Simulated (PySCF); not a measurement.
## A thermochemical cycle for SF

PBE0 in PySCF with def2-TZVPPD on every atom, for the lowest determinant that a PBE0 search found; no spin–orbit coupling. SF, a doublet (π ↑), has De = 3.67 eV to neutral atoms, and SF⁺, a triplet (π ↑↑), has De = 4.01 eV to S⁺ + F.

At the same level the S atom ionises at 10.40 eV.

Q: What is the adiabatic ionisation energy of the molecule, and does ionisation strengthen or weaken the bond?

A: IE = IE(S) + De(neutral) − De(ion) = 10.40 + 3.67 − 4.01 = 10.06 eV. De changes by +0.34 eV, so ionisation strengthens the bond.

For an ion De counts to the pair picked by the measured ionisation energies or electron affinities, which need not be the lowest pair at this level. States were picked by a PBE0 search and need not be the measured ground states.
